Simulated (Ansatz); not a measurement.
A made-up structure of CH4Mg2, closed shell:

```xyz
7
angstrom
C -1.5890 0.8100 -0.1884
Mg 0.2687 -0.1343 0.0315
Mg 2.8231 -1.4380 0.3346
H -1.8009 1.0568 -1.2350
H -2.4123 0.1781 0.1636
H 3.8883 -2.7708 0.5526
H 4.3515 -2.2196 0.5163
```

It is relaxed with PBE-D4/def2-SVP and then PBE0-D4/def2-TZVP (Ansatz 0.2.0). Atoms count as bonded within 1.22 times the sum of their covalent radii (H–H: 0.88 Å). The end point is not checked to be a true minimum.

Question: Does its bonding change? (A judgement: the text doesn't fix the answer.)

Answer: By the calculation: Yes. Formed: none; broken: Mg3–H6, Mg3–H7.

Where it ends: The first stage lowers the energy by 1.41 eV in 11 steps. It ends as a complex of CH₂Mg ([CH2][Mg]) + H₂ + Mg:
C1  (-1.377, 0.424, -0.321)
Mg2  (0.587, 0.143, 0.134)
Mg3  (3.514, 0.708, 1.036)
H4  (-1.587, 0.150, -1.369)
H5  (-2.025, -0.223, 0.295)
H6  (2.897, -2.657, 0.159)
H7  (3.520, -3.063, 0.242)
(Å)

Labels in which every atom is bracketed show which atoms are joined, not bond orders.

For scale, one of the runs: PBE0-D4/def2-TZVP relaxation, 119 basis functions, launched by `ansatz run in.yaml --threads 2 --pin off --events-out ev --progress --plain --max-ram 4352MiB`. Hardware: 2 CPU threads of an Arm Neoverse V1, shared host. Wall time about 67 s.
